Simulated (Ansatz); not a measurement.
# fcc Ni

Level of theory: PBEsol (plane waves, PAW; Ansatz, a first-principles code).

Run with plane-wave cutoff 500 eV, 22×22×1 k mesh (along the axes of the cell as run), Fermi–Dirac smearing 0.1 eV, scalar-relativistic PAW data made under PBE.

Cell: relaxed at this level.

| Property | Value |
|---|---|
| surface energy of the (100) face | 2.67 J/m² |
| work function of the (100) face | 5.05 eV |

The slab of 8 atoms is relaxed and unreconstructed.

Computed values are for the static lattice.

Computing time: around 40 core-minutes (rough).
